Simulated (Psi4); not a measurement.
# C2F3N (cyanotrifluoromethane) at MP2/aug-cc-pVDZ (density fitting, density fitting for correlation, sweep point 7)

We compute a single-point energy of C2F3N (cyanotrifluoromethane). 

The calculation is run with Psi4 1.11.

5 further runs of the same task are left out: 5 set aside as unsound or not needed.

### 1 Starting point

The species is C2F3N (6 atoms), meant as a singlet with charge 0. As SMILES, `N#CC(F)(F)F`. The shape is that of a PBE0-D4/def2-TZVP optimisation.

Bond lengths: N1–C2 1.146 Å, C2–C3 1.481 Å, C3–F4 1.326 Å, C3–F5 1.326 Å, C3–F6 1.326 Å. Angles: N1–C2–C3 180.0°, C2–C3–F4 110.1°, C2–C3–F5 110.1°, C2–C3–F6 110.1°, F4–C3–F5 108.8°, F4–C3–F6 108.8°, F5–C3–F6 108.8°.

### 2 A single-point energy at MP2/aug-cc-pVDZ (density fitting, density fitting for correlation, sweep point 7)

job.dat reads:

```
memory 1.6 GB

molecule {
  0 1
  N      1.022100    -1.705100     0.893500
  C      0.486200    -0.810600     0.417800
  C     -0.206400     0.345600    -0.197200
  F     -1.316000    -0.055800    -0.802300
  F      0.581500     0.927000    -1.091500
  F     -0.525200     1.234800     0.733600
  symmetry c1
}

set basis aug-cc-pVDZ
set scf_type df
set num_frozen_docc 6
set guess sapgau

energy('mp2')
```

On the command line:

```bash
$ psi4 -n 1 job.dat job.out
```

job.out:

```text
Psi4 1.11 release

   => Loading Basis Set <=

    Name: AUG-CC-PVDZ
    Role: ORBITAL
    Keyword: BASIS

         ---------------------------------------------------------
                                   SCF
                              RHF Reference
                        1 Threads,   1525 MiB Core
         ---------------------------------------------------------

  ==> Geometry <==

    Molecular point group: c1
    Full point group: C1

    Geometry (in Angstrom), charge = 0, multiplicity = 1:

       Center              X                  Y                   Z               Mass
    ------------   -----------------  -----------------  -----------------  -----------------
         N            1.088018522882    -1.816196697622     0.965953948360    14.003074004430
         C            0.552118522882    -0.921696697622     0.490253948360    12.000000000000
         C           -0.140481477118     0.234503302378    -0.124746051640    12.000000000000
         F           -1.250081477118    -0.166896697622    -0.729846051640    18.998403162730
         F            0.647418522882     0.815903302378    -1.019046051640    18.998403162730
         F           -0.459281477118     1.123703302378     0.806053948360    18.998403162730

  Running in c1 symmetry.

  Rotational constants: A =      0.19081  B =      0.09887  C =      0.09887 [cm^-1]
  Rotational constants: A =   5720.44520  B =   2964.19678  C =   2964.08746 [MHz]
  Nuclear repulsion =  232.270648827243065

  Charge       = 0
  Multiplicity = 1
  Electrons    = 46
  Nalpha       = 23
  Nbeta        = 23

  ==> Algorithm <==

  SCF Algorithm Type is DF.
  DIIS enabled.
  MOM disabled.
  Fractional occupation disabled.
  Guess Type is SAPGAU.
  Energy threshold   = 1.00e-08
  Density threshold  = 1.00e-08
  Integral threshold = 1.00e-12

  ==> Primary Basis <==

  Basis Set: AUG-CC-PVDZ
    Blend: AUG-CC-PVDZ
    Number of shells: 54
    Number of basis functions: 138
    Number of Cartesian functions: 150
    Spherical Harmonics?: true
    Max angular momentum: 2

   => Loading Basis Set <=

    Name: (AUG-CC-PVDZ AUX)
    Role: JKFIT
    Keyword: DF_BASIS_SCF

   => Loading Basis Set <=

    Name: SAP_HELFEM_LARGE
    Role: ORBITAL
    Keyword: SAPGAU_BASIS

  ==> Integral Setup <==

  DFHelper Memory: AOs need 0.078 GiB; user supplied 1.118 GiB.
  SCF_SUBTYPE=INCORE selected. In-core MEM_DF algorithm will be used.
  Using in-core AOs.

  ==> MemDFJK: Density-Fitted J/K Matrices <==

    J tasked:                   Yes
    K tasked:                   Yes
    wK tasked:                   No
    Memory [MiB]:              1144
    Algorithm:                 Core
    Schwarz Cutoff:           1E-12
    Mask sparsity (%):       0.0000
    Fitting Condition:        1E-10

   => Auxiliary Basis Set <=

  Basis Set: (AUG-CC-PVDZ AUX)
    Blend: AUG-CC-PVDZ-JKFIT
    Number of shells: 168
    Number of basis functions: 516
    Number of Cartesian functions: 606
    Spherical Harmonics?: true
    Max angular momentum: 3

  Minimum eigenvalue in the overlap matrix is 5.2714295569E-05.
  Reciprocal condition number of the overlap matrix is 6.3552855892E-06.
    Using symmetric orthogonalization.

  ==> Pre-Iterations <==

   -------------------------------------------------------
    Irrep   Nso     Nmo     Nalpha   Nbeta   Ndocc  Nsocc
   -------------------------------------------------------
     A        138     138      23      23      23       0
   -------------------------------------------------------
    Total     138     138      23      23      23       0
   -------------------------------------------------------

  ==> Iterations <==

                           Total Energy        Delta E     RMS |[F,P]|

   @DF-RHF iter   1:  -428.14372798343675   -4.28144e+02   6.94660e-03 ADIIS/DIIS
   @DF-RHF iter   2:  -428.43821122741281   -2.94483e-01   3.53710e-03 ADIIS/DIIS
   @DF-RHF iter   3:  -428.52060427488459   -8.23930e-02   1.09522e-03 ADIIS/DIIS
   @DF-RHF iter   4:  -428.53012631004634   -9.52204e-03   2.78703e-04 ADIIS/DIIS
   @DF-RHF iter   5:  -428.53076385959207   -6.37550e-04   4.73960e-05 DIIS
   @DF-RHF iter   6:  -428.53078372147240   -1.98619e-05   1.63449e-05 DIIS
   @DF-RHF iter   7:  -428.53078627191513   -2.55044e-06   2.60872e-06 DIIS
   @DF-RHF iter   8:  -428.53078636684006   -9.49249e-08   8.53579e-07 DIIS
   @DF-RHF iter   9:  -428.53078637798529   -1.11452e-08   1.99702e-07 DIIS
   @DF-RHF iter  10:  -428.53078637870021   -7.14920e-10   2.90189e-08 DIIS
   @DF-RHF iter  11:  -428.53078637871619   -1.59730e-11   5.73034e-09 DIIS
  Energy and wave function converged.

  ==> Post-Iterations <==

    Orbital Energies [Eh]
    ---------------------

    Doubly Occupied:

       1A    -26.400890     2A    -26.400880     3A    -26.400849
       4A    -15.648069     5A    -11.596889     6A    -11.335548
       7A     -1.794258     8A     -1.694300     9A     -1.694277
      10A     -1.283331    11A     -1.071234    12A     -0.925880
      13A     -0.881371    14A     -0.881365    15A     -0.758766
      16A     -0.758759    17A     -0.712791    18A     -0.712781
      19A     -0.695054    20A     -0.694304    21A     -0.609471
      22A     -0.531422    23A     -0.531421

    Virtual:

      24A      0.064428    25A      0.071607    26A      0.086783
      27A      0.086784    28A      0.118127    29A      0.118128
      30A      0.124996    31A      0.136911    32A      0.136913
      33A      0.197043    34A      0.224878    35A      0.224879
      36A      0.236176    37A      0.245613    38A      0.245618
      39A      0.274771    40A      0.313902    41A      0.330288
      42A      0.330302    43A      0.336001    44A      0.357730
      45A      0.357733    46A      0.362758    47A      0.411159
      48A      0.422902    49A      0.422926    50A      0.435643
      51A      0.443396    52A      0.443399    53A      0.506659
      54A      0.506671    55A      0.516455    56A      0.598272
      57A      0.641527    58A      0.645308    59A      0.645326
      60A      0.709738    61A      0.709752    62A      0.774056
      63A      0.774082    64A      0.777233    65A      0.864122
      66A      0.864133    67A      0.871852    68A      0.951252
      69A      0.951265    70A      0.992780    71A      1.026905
      72A      1.026910    73A      1.106620    74A      1.106640
      75A      1.222009    76A      1.286714    77A      1.286731
      78A      1.315034    79A      1.399702    80A      1.483074
      81A      1.483106    82A      1.505295    83A      1.505315
      84A      1.556276    85A      1.565266    86A      1.579791
      87A      1.579815    88A      1.659585    89A      1.659600
      90A      1.663686    91A      1.710058    92A      1.710075
      93A      1.714996    94A      1.715021    95A      1.774587
      96A      1.796735    97A      1.796744    98A      1.860506
      99A      1.985911   100A      1.985912   101A      2.038125
     102A      2.052678   103A      2.052703   104A      2.059497
     105A      2.343622   106A      2.343667   107A      2.348469
     108A      2.428372   109A      2.457749   110A      2.554906
     111A      2.554955   112A      2.569595   113A      2.593482
     114A      2.593498   115A      2.689540   116A      2.689569
     117A      3.067823   118A      3.067841   119A      3.322060
     120A      3.477526   121A      3.586297   122A      3.586347
     123A      3.787110   124A      4.854961   125A      4.885292
     126A      4.885298   127A      4.919529   128A      4.919535
     129A      4.931570   130A      4.981084   131A      4.989769
     132A      4.989778   133A      5.029797   134A      5.029808
     135A      5.104532   136A      5.131997   137A      5.215254
     138A      5.215265

    Final Occupation by Irrep:
              A
    DOCC [    23 ]
    NA   [    23 ]
    NB   [    23 ]

  @DF-RHF Final Energy:  -428.53078637871619

   => Energetics <=

    Nuclear Repulsion Energy =            232.2706488272430647
    One-Electron Energy =               -1053.5750529687095423
    Two-Electron Energy =                 392.7736177627502343
    Total Energy =                       -428.5307863787161864

Computation Completed

Properties will be evaluated at   0.000000,   0.000000,   0.000000 [a0]

Properties computed using the SCF density matrix

 Multipole Moments:

 ------------------------------------------------------------------------------------
     Multipole            Electronic (a.u.)      Nuclear  (a.u.)        Total (a.u.)
 ------------------------------------------------------------------------------------

 L = 1.  Multiply by 2.5417464519 to convert [e a0] to [Debye]
 Dipole X            :         -1.2528299            0.9986296           -0.2542003
 Dipole Y            :          2.0912487           -1.6670183            0.4242304
 Dipole Z            :         -1.1123697            0.8866248           -0.2257450
 Magnitude           :                                                    0.5436451

 ------------------------------------------------------------------------------------

	total time  =          1 seconds =       0.02 minutes

  //>>>>>>>>>>>>>>>>>>>>>>>>>>>>>>>>>>>//
  //               DFMP2               //
  //<<<<<<<<<<<<<<<<<<<<<<<<<<<<<<<<<<<//

   => Loading Basis Set <=

    Name: (AUG-CC-PVDZ AUX)
    Role: RIFIT
    Keyword: DF_BASIS_MP2

	 --------------------------------------------------------
	                          DF-MP2
	      2nd-Order Density-Fitted Moller-Plesset Theory
	              RMP2 Wavefunction,   1 Threads

	 --------------------------------------------------------

   => Auxiliary Basis Set <=

  Basis Set: (AUG-CC-PVDZ AUX)
    Blend: AUG-CC-PVDZ-RI
    Number of shells: 132
    Number of basis functions: 432
    Number of Cartesian functions: 516
    Spherical Harmonics?: true
    Max angular momentum: 3

	 --------------------------------------------------------
	                 NBF =   138, NAUX =   432
	 --------------------------------------------------------
	   CLASS    FOCC     OCC    AOCC    AVIR     VIR    FVIR
	   PAIRS       6      23      17     115     115       0
	 --------------------------------------------------------

	-----------------------------------------------------------
	 ==================> DF-MP2 Energies <====================
	-----------------------------------------------------------
	 Reference Energy          =    -428.5307863787161864 [Eh]
	 Singles Energy            =      -0.0000000000000000 [Eh]
	 Same-Spin Energy          =      -0.2824285886997679 [Eh]
	 Opposite-Spin Energy      =      -0.7387587665183708 [Eh]
	 Correlation Energy        =      -1.0211873552181387 [Eh]
	 Total Energy              =    -429.5519737339343465 [Eh]
	-----------------------------------------------------------
	 ================> DF-SCS-MP2 Energies <==================
	-----------------------------------------------------------
	 SCS Same-Spin Scale       =       0.3333333333333333 [-]
	 SCS Opposite-Spin Scale   =       1.2000000000000000 [-]
	 SCS Same-Spin Energy      =      -0.0941428628999226 [Eh]
	 SCS Opposite-Spin Energy  =      -0.8865105198220450 [Eh]
	 SCS Correlation Energy    =      -0.9806533827219677 [Eh]
	 SCS Total Energy          =    -429.5114397614381687 [Eh]
	-----------------------------------------------------------

	total time  =          0 seconds =       0.00 minutes

    Psi4 run time: 0:00:01.51
```

Wall time 2.3 s (1 thread of Intel Xeon 6975P-C (Granite Rapids), shared host); peak memory 0.28 GiB.

### 3 Outcome

Level: MP2/aug-cc-pVDZ (density fitting, density fitting for correlation, sweep point 7), 6 core orbitals frozen.

| quantity | value |
| --- | --- |
| total energy | -429.55197 Eh |
| HOMO energy (Hartree–Fock orbitals) | -14.46 eV |
| LUMO energy (Hartree–Fock orbitals) | 1.75 eV |
| HOMO–LUMO gap (Hartree–Fock orbitals) | 16.21 eV |
| correlation energy (6 core orbitals frozen) | -1021.2 mEh |
